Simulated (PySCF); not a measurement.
CH₅NSi.
Bonds: C1–N2 (double), N2–Si3. Hydrogens: H4, H5 on C1; H6, H7, H8 on Si3.

The same species was optimised twice, with GFN2-xTB and with PBE0-D3(BJ)/def2-SVP (PySCF), and the same property calculations (PySCF, gas phase) were run on both structures.

```json
{"coordinate": "Si3–H6 (Å)", "GFN2-xTB": "1.469", "PBE0-D3(BJ)/def2-SVP": "1.503", "change": "+0.034"}
{"coordinate": "N2–Si3 (Å)", "GFN2-xTB": "1.723", "PBE0-D3(BJ)/def2-SVP": "1.756", "change": "+0.033"}
{"coordinate": "Si3–H8 (Å)", "GFN2-xTB": "1.460", "PBE0-D3(BJ)/def2-SVP": "1.491", "change": "+0.031"}
{"coordinate": "Si3–H7 (Å)", "GFN2-xTB": "1.460", "PBE0-D3(BJ)/def2-SVP": "1.491", "change": "+0.031"}
{"coordinate": "C1–H4 (Å)", "GFN2-xTB": "1.088", "PBE0-D3(BJ)/def2-SVP": "1.107", "change": "+0.019"}
{"coordinate": "C1–H5 (Å)", "GFN2-xTB": "1.095", "PBE0-D3(BJ)/def2-SVP": "1.113", "change": "+0.018"}
{"coordinate": "C1=N2 (Å)", "GFN2-xTB": "1.245", "PBE0-D3(BJ)/def2-SVP": "1.261", "change": "+0.016"}
{"coordinate": "C1–N2–Si3 (°)", "GFN2-xTB": "134.7", "PBE0-D3(BJ)/def2-SVP": "124.9", "change": "-9.8"}
{"coordinate": "N2–Si3–H8 (°)", "GFN2-xTB": "102.7", "PBE0-D3(BJ)/def2-SVP": "108.0", "change": "+5.3"}
{"coordinate": "N2–Si3–H7 (°)", "GFN2-xTB": "102.9", "PBE0-D3(BJ)/def2-SVP": "108.0", "change": "+5.1"}
{"coordinate": "N2–Si3–H6 (°)", "GFN2-xTB": "117.1", "PBE0-D3(BJ)/def2-SVP": "112.6", "change": "-4.5"}
{"coordinate": "H7–Si3–H8 (°)", "GFN2-xTB": "113.4", "PBE0-D3(BJ)/def2-SVP": "109.2", "change": "-4.2"}
{"coordinate": "N2–C1–H4 (°)", "GFN2-xTB": "119.5", "PBE0-D3(BJ)/def2-SVP": "120.5", "change": "+1.0"}
{"coordinate": "H6–Si3–H8 (°)", "GFN2-xTB": "110.3", "PBE0-D3(BJ)/def2-SVP": "109.4", "change": "-0.9"}
{"coordinate": "H6–Si3–H7 (°)", "GFN2-xTB": "110.3", "PBE0-D3(BJ)/def2-SVP": "109.5", "change": "-0.8"}
```

Rotational constants: A = 47449, B = 5598, C = 5324 MHz (GFN2-xTB) against A = 41596, B = 5754, C = 5375 MHz (PBE0-D3(BJ)/def2-SVP). Point groups within 0.08 Å: Cs and Cs. Atoms that the bonding makes alike are paired by their places after alignment.

On the GFN2-xTB structure: lowest singlet, TDDFT (eV) 4.03 [PBE0/def2-SVPD]; lowest triplet, Tamm–Dancoff (eV) 3.38 [PBE0/def2-SVPD]; isotropic polarisability (au) 48.5 [PBE0/def2-SVPD]; HOMO (eV) -7.00 [PBE0/def2-SVPD]; LUMO (eV) -0.88 [PBE0/def2-SVPD]; dipole (D) 1.38 [PBE0/def2-SVPD]; HOMO (eV) -6.95 [PBE0/pcSseg-1]; LUMO (eV) -0.73 [PBE0/pcSseg-1]; dipole (D) 1.46 [PBE0/pcSseg-1]; GIAO shielding of C1 (ppm) 15.0 [PBE0/pcSseg-1]; GIAO shielding of N2 (ppm) -152.0 [PBE0/pcSseg-1]; GIAO shielding of Si3 (ppm) 407.2 [PBE0/pcSseg-1].

What do these properties become on the PBE0-D3(BJ)/def2-SVP structure?

| property | level | on GFN2-xTB | on PBE0-D3(BJ)/def2-SVP | change |
| --- | --- | --- | --- | --- |
| lowest singlet, TDDFT (eV) | PBE0/def2-SVPD | 4.03 | 4.11 | +0.08 |
| lowest triplet, Tamm–Dancoff (eV) | PBE0/def2-SVPD | 3.38 | 3.44 | +0.06 |
| isotropic polarisability (au) | PBE0/def2-SVPD | 48.5 | 49.4 | +0.9 |
| HOMO (eV) | PBE0/def2-SVPD | -7.00 | -7.24 | -0.24 |
| LUMO (eV) | PBE0/def2-SVPD | -0.88 | -1.04 | -0.16 |
| dipole (D) | PBE0/def2-SVPD | 1.38 | 1.46 | +0.08 |
| energy, GFN2-xTB geometry as zero (kcal/mol) | PBE0/def2-SVPD | 0.0 | -2.6 | -2.6 |
| HOMO (eV) | PBE0/pcSseg-1 | -6.95 | -7.19 | -0.24 |
| LUMO (eV) | PBE0/pcSseg-1 | -0.73 | -0.91 | -0.18 |
| dipole (D) | PBE0/pcSseg-1 | 1.46 | 1.54 | +0.08 |
| energy, GFN2-xTB geometry as zero (kcal/mol) | PBE0/pcSseg-1 | 0.0 | -2.1 | -2.1 |
| GIAO shielding of C1 (ppm) | PBE0/pcSseg-1 | 15.0 | 7.2 | -7.8 |
| GIAO shielding of N2 (ppm) | PBE0/pcSseg-1 | -152.0 | -154.1 | -2.1 |
| GIAO shielding of Si3 (ppm) | PBE0/pcSseg-1 | 407.2 | 393.7 | -13.5 |

The heavy atoms differ by 0.063 Å rms after alignment. Among all bonds N2–Si3 and Si3–H6 change most and about equally (+0.033 to +0.034 Å). Changes are differences of the printed values. Neither structure is proved a minimum here.
